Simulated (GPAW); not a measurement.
# NH2 (SMILES [NH2]), step by step

We compute a geometry optimisation (U-vdW-DF/real-space grid), then the harmonic vibrations (U-vdW-DF/real-space grid) of NH2. Input form: an ASE script.

The results are computed with GPAW 26.7.0.

3 further runs of the same task are left out: 3 set aside as unsound or not needed.

## 1. Starting point

NH2: 3 atoms, total charge 0, spin state doublet. As SMILES, `[NH2]`. All atoms were displaced at random from a relaxed shape. The run starts from this shape.

Bond lengths: N1–H2 1.066 Å, N1–H3 1.213 Å. Angles: H2–N1–H3 86.7°.

## 2. A structure relaxation at U-vdW-DF/real-space grid (scalar-relativistic datasets) (run 1)

The input, h2n_relax.py:

```python
from ase import Atoms
from ase.io import write
from ase.optimize import LBFGSLineSearch
from gpaw import GPAW

system = Atoms(['N', 'H', 'H'],
    positions=[[  0.409785,  -0.222432,   0.327056],
               [  0.121633,   0.785027,   0.132421],
               [ -0.514872,  -0.551794,  -0.385726]])
system.center(vacuum=3.0)
system.set_initial_magnetic_moments([1 / len(system)] * len(system))

dft = GPAW(mode='fd',
           h=0.2,
           xc={'name': 'vdW-DF', 'backend': 'libvdwxc'},
           occupations={'name': 'fermi-dirac', 'width': 0.0, 'fixmagmom': True},
           maxiter=120,
           symmetry='off',
           txt='-')
system.calc = dft

opt = LBFGSLineSearch(system, trajectory='h2n.traj')
converged = opt.run(fmax=0.02, steps=100)
print('Converged:', converged)
print(f'Final energy            {system.get_potential_energy():.5f} eV')
print(f'r(H1-N0): {system.get_distance(1, 0):.4f} Ang')
print(f'r(H2-N0) = {system.get_distance(2, 0):.4f} Ang')
write('relaxed.xyz', system)
```

Command:

```console
$ python3 h2n_relax.py
```

Log:

```text
__  _  _
 | _ |_)|_||  |
 |__||  | ||/\| - 26.7.0

units:  Angstrom and eV
cores:  1
OpenMP: False

Versions:
  Python: 3.12.14
  ASE:    3.29.0
  Numpy:  2.5.5
  Scipy:  1.18.1
  Libxc:  7.0.0

Input parameters:
  mode=FD(),
  h=0.2,
  maxiter=120,
  occupations=Occupations(name='fermi-dirac', width=0.0, fixmagmom=True),
  symmetry=Symmetry(point_group=False, time_reversal=False),
  xc=XC(name='vdW-DF', backend='libvdwxc')

Diagonalizing LCAO Hamiltonian
Converting LCAO to fd mode
      .----------------.
     /|                |
    / |                |
   /  |                |
  /   |                |
 *    |                |
 |    |      N         |
 |    |   H            |
 |    .----------------.
 |   /                /
 |  /                /
 | /                /
 |/                /
 *----------------*

Atoms  # Å, Bohr magnetons
|   | symbol |        x |        y |        z |    initial magnetic moments |
|---|--------|----------|----------|----------|-----------------------------|
| 0 |      N | 3.924657 | 3.329362 | 3.712782 | ( 0.0000,  0.0000,  0.3333) |
| 1 |      H | 3.636505 | 4.336821 | 3.518147 | ( 0.0000,  0.0000,  0.3333) |
| 2 |      H | 3.000000 | 3.000000 | 3.000000 | ( 0.0000,  0.0000,  0.3333) |

Unit cell  # Å
| periodic |        x |        y |        z |  lengths |    angles |
|----------|----------|----------|----------|----------|-----------|
|       no | 6.924657 | 0.000000 | 0.000000 | 6.924657 | 90.000000 |
|       no | 0.000000 | 7.336821 | 0.000000 | 7.336821 | 90.000000 |
|       no | 0.000000 | 0.000000 | 6.712782 | 6.712782 | 90.000000 |

Number of symmetries: 1
Symmetry operations  # r_c * U_cc + t_c -> r_c
|   | kind |            matrix            |
|---|------|------------------------------|
| 0 |  E   |  1, 0, 0,  0, 1, 0,  0, 0, 1 |

BZ-sampling:
  Number of BZ points: 1
  Number of IBZ points: 1

  Monkhorst-Pack size: [1, 1, 1]
  Monkhorst-Pack shift: [0, 0, 0]

K-points  # in reciprocal-cell coordinates
|   |                                coordinates |     weight |
|---|--------------------------------------------|------------|
| 0 | (  0.00000000,   0.00000000,   0.00000000) | 1.00000000 |

Uniform wave function grid shape: (np.int64(35), np.int64(35), np.int64(31))
Spin-components: 2 (collinear spins)
Bands:           6
Projectors:      11
Spin-degeneracy: 1
Datatype:        float64

  Storage: CPU
  Wave functions: 3_645_600 bytes (3_645_600 per core)

Parallelization:
  kpt:    1
  domain: 1
  band:   1

Density:
  Valence electrons: 7.0
  Components: 2
  Grid points: [36 36 32]
  Charge: 0.0  # |e|

Potential:
  Grid points: [36 36 32]

species:
  N:
    name:    Nitrogen
    Z:       7.0
    valence: 5
    core:    2
    charge:  0.0  # [|e|]
    file:    N.revPBE.gz
    compensation charges:
      type: gauss
      rc: 0.18  # [Å]
      lmax: 2
    cutoffs:
      filter: 1.11  # [Å]
      core: 0.96  # [Å]
    projectors
    | kind |    occ | energy [eV] | rcut [Å] |
    |------|--------|-------------|----------|
    |   2s |  2.000 |     -18.619 |    0.603 |
    |   2p |  3.000 |      -7.035 |    0.529 |
    |    s |        |       8.592 |    0.603 |
    |    p |        |      20.177 |    0.529 |
    |    d |        |       0.000 |    0.577 |

    Using partial waves for N as LCAO basis

  H:
    name:    Hydrogen
    Z:       1.0
    valence: 1
    core:    0
    charge:  0.0  # [|e|]
    file:    H.revPBE.gz
    compensation charges:
      type: gauss
      rc: 0.15  # [Å]
      lmax: 2
    cutoffs:
      filter: 0.85  # [Å]
      core: 0.53  # [Å]
    projectors
    | kind |    occ | energy [eV] | rcut [Å] |
    |------|--------|-------------|----------|
    |   1s |  1.000 |      -6.547 |    0.476 |
    |    s |        |      20.664 |    0.476 |
    |    p |        |       0.000 |    0.476 |

    Using partial waves for H as LCAO basis

Reference energy: -1508.479682  # eV

eigensolver:
  PPCG
  Converge bands: occupied
  niter=2

density mixing:
  MSR1-Mixer
  Pratt-step length: 0.05
  Maximum mixing coefficient: 0.75
  Old densities: 10
  SVD Regularization: 0.005
  Good broyden scale: 1.0
  Trust region scale: 1.0
  Backstep threshold: 4.0
  History deletion threshold: 6.0
  Fourier metric: weight=20.0, sigma=0.015

occupation numbers:
  Fixed magnetic moment: 1.000
  # Zero width

FastPoissonSolver using
    Stencil: 6*3+1=19 point O(h^6) finite-difference Laplacian
    FFT axes: []
    FST axes: [np.int64(2), np.int64(0), np.int64(1)]

xc functional:
  name: vdW-DF with libvdwxc
  Mode: serial
  Semilocal: GGA_X_PBE_R+LDA_C_PW with 2 nearest neighbor stencil
  Local blocksize: 72 x 72 x 64
  PAW datasets: revPBE
interpolation: tri-quintic # 5. degree polynomial

Initialization done in: 1.135 s

convergence criteria:
- Maximum [total energy] change in last 3 cyles: 0.0005 eV / valence electron
- Maximum integral of absolute [dens]ity change: 0.0001 electrons / valence electron
- Maximum integral of absolute [eigenst]ate change: 4e-08 eV^2 / valence electron
maximum number of iterations: 120

SCF iterations
|iter     |     time |      energy | eigst |  dens |  magmom |
|---------|----------|-------------|-------|-------|---------|
|iter:   1| 00:00:02 |  -19.225806 | +1.13 |       |  +0.9983|
|iter:   2| 00:00:03 |  -19.104803 | -0.08 | -0.42 |  +0.9984|
|iter:   3| 00:00:03 |  -18.867846 | +0.11 | -0.45 |  +0.9995|
[... 11 lines of this table left out ...]
|iter:  15| 00:00:14 |  -18.969842c| -7.75c| -5.12c|  +1.0000|

Converged in 15 steps
SCF loop duration: 12.186 s (0.812 s/step)
Energy contributions relative to reference atoms: (reference = -1508.479682)

[... 9 lines left out ...]
  Free energy:     -18.969842
[... 2 lines left out ...]
dipole moment: (-0.254020, 0.187507, -0.189085)  # |e|*Ang
[... 68 lines left out ...]
convergence criteria:
- Maximum [total energy] change in last 3 cyles: 0.0005 eV / valence electron
[... 13 lines left out ...]
Converged in 12 steps
[... 12 lines left out ...]
  Free energy:     -19.357990
[... 2 lines left out ...]
dipole moment: (-0.258259, 0.186227, -0.195676)  # |e|*Ang
[... 66 lines left out ...]
convergence criteria:
- Maximum [total energy] change in last 3 cyles: 0.0005 eV / valence electron
[... 13 lines left out ...]
Converged in 13 steps
[... 12 lines left out ...]
  Free energy:     -19.372626
[... 2 lines left out ...]
dipole moment: (-0.255232, 0.188403, -0.199082)  # |e|*Ang
[... 66 lines left out ...]
convergence criteria:
- Maximum [total energy] change in last 3 cyles: 0.0005 eV / valence electron
[... 13 lines left out ...]
Converged in 12 steps
[... 12 lines left out ...]
  Free energy:     -19.452427
[... 2 lines left out ...]
dipole moment: (-0.258212, 0.186596, -0.197981)  # |e|*Ang
[... 67 lines left out ...]
convergence criteria:
- Maximum [total energy] change in last 3 cyles: 0.0005 eV / valence electron
[... 13 lines left out ...]
Converged in 10 steps
[... 12 lines left out ...]
  Free energy:     -19.467084
[... 2 lines left out ...]
dipole moment: (-0.256038, 0.186162, -0.195997)  # |e|*Ang
[... 67 lines left out ...]
convergence criteria:
- Maximum [total energy] change in last 3 cyles: 0.0005 eV / valence electron
[... 13 lines left out ...]
Converged in 10 steps
[... 12 lines left out ...]
  Free energy:     -19.481578
[... 2 lines left out ...]
dipole moment: (-0.254618, 0.184606, -0.192610)  # |e|*Ang
[... 100 lines left out ...]
convergence criteria:
- Maximum [total energy] change in last 3 cyles: 0.0005 eV / valence electron
[... 13 lines left out ...]
Converged in 11 steps
[... 12 lines left out ...]
  Free energy:     -19.525471
[... 2 lines left out ...]
dipole moment: (-0.222207, 0.199722, -0.204938)  # |e|*Ang
[... 66 lines left out ...]
convergence criteria:
- Maximum [total energy] change in last 3 cyles: 0.0005 eV / valence electron
[... 13 lines left out ...]
Converged in 11 steps
[... 12 lines left out ...]
  Free energy:     -19.525138
[... 2 lines left out ...]
dipole moment: (-0.216645, 0.199790, -0.211873)  # |e|*Ang
[... 66 lines left out ...]
convergence criteria:
- Maximum [total energy] change in last 3 cyles: 0.0005 eV / valence electron
[... 13 lines left out ...]
Converged in 11 steps
[... 12 lines left out ...]
  Free energy:     -19.525497
[... 2 lines left out ...]
dipole moment: (-0.221140, 0.199753, -0.206282)  # |e|*Ang
[... 67 lines left out ...]
convergence criteria:
- Maximum [total energy] change in last 3 cyles: 0.0005 eV / valence electron
[... 13 lines left out ...]
Converged in 12 steps
[... 12 lines left out ...]
  Free energy:     -19.524749
[... 2 lines left out ...]
dipole moment: (-0.205418, 0.199294, -0.223278)  # |e|*Ang
[... 66 lines left out ...]
convergence criteria:
- Maximum [total energy] change in last 3 cyles: 0.0005 eV / valence electron
[... 13 lines left out ...]
Converged in 12 steps
[... 12 lines left out ...]
  Free energy:     -19.525517
[... 2 lines left out ...]
dipole moment: (-0.219499, 0.199774, -0.208107)  # |e|*Ang
[... 51 lines left out ...]
Atoms  # Å, Bohr magnetons
|   | symbol |        x |        y |        z |    initial magnetic moments |
|---|--------|----------|----------|----------|-----------------------------|
| 0 |      N | 3.841936 | 3.262879 | 3.564090 | ( 0.0000,  0.0000,  0.3530) |
| 1 |      H | 3.832923 | 4.288089 | 3.429294 | ( 0.0000,  0.0000, -0.0069) |
| 2 |      H | 3.065897 | 2.952322 | 2.954922 | ( 0.0000,  0.0000, -0.0068) |

Unit cell  # Å
| periodic |        x |        y |        z |  lengths |    angles |
|----------|----------|----------|----------|----------|-----------|
|       no | 6.924657 | 0.000000 | 0.000000 | 6.924657 | 90.000000 |
|       no | 0.000000 | 7.336821 | 0.000000 | 7.336821 | 90.000000 |
|       no | 0.000000 | 0.000000 | 6.712782 | 6.712782 | 90.000000 |

Initialization done in: 0.887 s

convergence criteria:
- Maximum [total energy] change in last 3 cyles: 0.0005 eV / valence electron
- Maximum integral of absolute [dens]ity change: 0.0001 electrons / valence electron
- Maximum integral of absolute [eigenst]ate change: 4e-08 eV^2 / valence electron
maximum number of iterations: 120

SCF iterations
|iter     |     time |      energy | eigst |  dens |  magmom |
|---------|----------|-------------|-------|-------|---------|
|iter:   1| 00:09:55 |  -19.562721 | -2.49 |       |  +0.9996|
|iter:   2| 00:09:57 |  -19.560872 | -3.63 | -2.61 |  +0.9996|
|iter:   3| 00:09:58 |  -19.544692 | -3.82 | -2.63 |  +0.9998|
[... 6 lines of this table left out ...]
|iter:  10| 00:10:06 |  -19.525657c| -7.78c| -5.51c|  +1.0000|

Converged in 10 steps
SCF loop duration: 10.557 s (1.056 s/step)
Energy contributions relative to reference atoms: (reference = -1508.479682)

Energy contributions:
  Kinetic:          16.800146
  Coulomb:         -18.492481
  Zero:              0.506365
  External:          0.000000
  Xc:              -18.339687
  Entropy:           0.000000
  Spinorbit:         0.000000
  ----------------------------
  Free energy:     -19.525657
  Extrapolated:    -19.525657

dipole moment: (-0.218086, 0.199522, -0.209308)  # |e|*Ang

Total magnetic moment: (0.000000, 0.000000, 1.000000)

Local magnetic moments
|        x |        y |         z |
|----------|----------|-----------|
| 0.000000 | 0.000000 |  0.352962 |  # N    0
| 0.000000 | 0.000000 | -0.006861 |  # H    1
| 0.000000 | 0.000000 | -0.006741 |  # H    2

Fermi levels: -2.505, -6.058
Eigenvalues  # (at kpt = [0.000, 0.000, 0.000])
| band index |      eig [eV] | occ [0-1] |      eig [eV] | occ [0-1] |
|------------|---------------|-----------|---------------|-----------|
|          0 |       -21.391 |     1.000 |       -20.136 |     1.000 |
|          1 |       -11.808 |     1.000 |       -11.454 |     1.000 |
|          2 |        -8.057 |     1.000 |        -7.487 |     1.000 |
|          3 |        -7.639 |     1.000 |        -4.628 |     0.000 |
|          4 |        -0.381 |     0.000 |        -0.223 |     0.000 |
|          5 |         1.486 |     0.000 |         1.581 |     0.000 |

Gap: 4.248 eV
Transition (v -> c):
  (s=1, k=0, n=3, [0.00, 0.00, 0.00]) -> (s=0, k=0, n=4, [0.00, 0.00, 0.00])
No difference between direct/indirect transitions
vacuum-level: 0.000  # V

Forces  # eV/Ang
|        x |        y |        z |
|----------|----------|----------|
| -0.03986 | -0.00079 | -0.02036 |  # N    0
|  0.01327 | -0.00779 |  0.00931 |  # H    1
|  0.01971 |  0.00062 |  0.02428 |  # H    2

Force computation time: 0.015  # s
LBFGSLineSearch:   28 hh:mm:ss      -19.525657        0.044766
      .----------------.
     /|                |
    / |                |
   /  |                |
  /   |                |
 *    |                |
 |    |      H         |
 |    |    H N         |
 |    .----------------.
 |   /                /
 |  /                /
 | /                /
 |/                /
 *----------------*

Atoms  # Å, Bohr magnetons
|   | symbol |        x |        y |        z |    initial magnetic moments |
|---|--------|----------|----------|----------|-----------------------------|
| 0 |      N | 3.841642 | 3.261931 | 3.564761 | ( 0.0000,  0.0000,  0.3530) |
| 1 |      H | 3.835172 | 4.286802 | 3.429924 | ( 0.0000,  0.0000, -0.0069) |
| 2 |      H | 3.067273 | 2.950330 | 2.955654 | ( 0.0000,  0.0000, -0.0067) |

Unit cell  # Å
| periodic |        x |        y |        z |  lengths |    angles |
|----------|----------|----------|----------|----------|-----------|
|       no | 6.924657 | 0.000000 | 0.000000 | 6.924657 | 90.000000 |
|       no | 0.000000 | 7.336821 | 0.000000 | 7.336821 | 90.000000 |
|       no | 0.000000 | 0.000000 | 6.712782 | 6.712782 | 90.000000 |

Initialization done in: 0.986 s

convergence criteria:
- Maximum [total energy] change in last 3 cyles: 0.0005 eV / valence electron
- Maximum integral of absolute [dens]ity change: 0.0001 electrons / valence electron
- Maximum integral of absolute [eigenst]ate change: 4e-08 eV^2 / valence electron
maximum number of iterations: 120

SCF iterations
|iter     |     time |      energy | eigst |  dens |  magmom |
|---------|----------|-------------|-------|-------|---------|
|iter:   1| 00:10:07 |  -19.514369 | -3.08 |       |  +0.9999|
|iter:   2| 00:10:08 |  -19.514938 | -4.22 | -2.95 |  +0.9999|
|iter:   3| 00:10:09 |  -19.520691 | -4.58 | -2.97 |  +0.9999|
[... 4 lines of this table left out ...]
|iter:   8| 00:10:15 |  -19.525709c| -7.43c| -4.92c|  +1.0000|

Converged in 8 steps
SCF loop duration: 8.167 s (1.021 s/step)
Energy contributions relative to reference atoms: (reference = -1508.479682)

Energy contributions:
  Kinetic:          16.842198
  Coulomb:         -18.521006
  Zero:              0.506464
  External:          0.000000
  Xc:              -18.353364
  Entropy:           0.000000
  Spinorbit:         0.000000
  ----------------------------
  Free energy:     -19.525709
  Extrapolated:    -19.525709

dipole moment: (-0.217388, 0.199362, -0.209727)  # |e|*Ang

Total magnetic moment: (0.000000, 0.000000, 1.000000)

Local magnetic moments
|        x |        y |         z |
|----------|----------|-----------|
| 0.000000 | 0.000000 |  0.352917 |  # N    0
| 0.000000 | 0.000000 | -0.006856 |  # H    1
| 0.000000 | 0.000000 | -0.006717 |  # H    2

Fermi levels: -2.503, -6.054
Eigenvalues  # (at kpt = [0.000, 0.000, 0.000])
| band index |      eig [eV] | occ [0-1] |      eig [eV] | occ [0-1] |
|------------|---------------|-----------|---------------|-----------|
|          0 |       -21.394 |     1.000 |       -20.139 |     1.000 |
|          1 |       -11.821 |     1.000 |       -11.467 |     1.000 |
|          2 |        -8.050 |     1.000 |        -7.480 |     1.000 |
|          3 |        -7.639 |     1.000 |        -4.628 |     0.000 |
|          4 |        -0.378 |     0.000 |        -0.221 |     0.000 |
|          5 |         1.489 |     0.000 |         1.583 |     0.000 |

Gap: 4.250 eV
Transition (v -> c):
  (s=1, k=0, n=3, [0.00, 0.00, 0.00]) -> (s=0, k=0, n=4, [0.00, 0.00, 0.00])
No difference between direct/indirect transitions
vacuum-level: 0.000  # V

Forces  # eV/Ang
|        x |        y |       z |
|----------|----------|---------|
| -0.00551 |  0.00130 | 0.00176 |  # N    0
|  0.00384 | -0.00032 | 0.00113 |  # H    1
| -0.00607 |  0.00236 | 0.00252 |  # H    2

Force computation time: 0.013  # s
LBFGSLineSearch:   29 hh:mm:ss      -19.525709        0.006982
Converged: True
Final energy            -19.52571 eV
r(H1-N0): 1.0337 Ang
r(H2-N0) = 1.0333 Ang
```

It took 10 min on 1 thread of Intel Xeon at 2.70GHz, shared host; peak memory 0.34 GiB.

Steps, from the record of the run:

```csv
step,energy from the first frame kept (eV),largest force (eV/Å)
0,0.0000,4.4736
2,-0.4972,1.0016
4,-0.5269,0.3642
6,-0.5385,0.6288
8,-0.5468,0.1979
10,-0.5489,0.2583
12,-0.5534,0.0365
14,-0.5535,0.0305
16,-0.5541,0.0705
18,-0.5542,0.0583
20,-0.5548,0.0907
22,-0.5550,0.0908
24,-0.5554,0.0638
26,-0.5557,0.0471
28,-0.5558,0.0448
29,-0.5559,0.0070
```

After the run. Bond lengths: N1–H2 1.034 Å, N1–H3 1.033 Å. Angles: H2–N1–H3 102.6°.

(Part 1 of 2 ends here.)
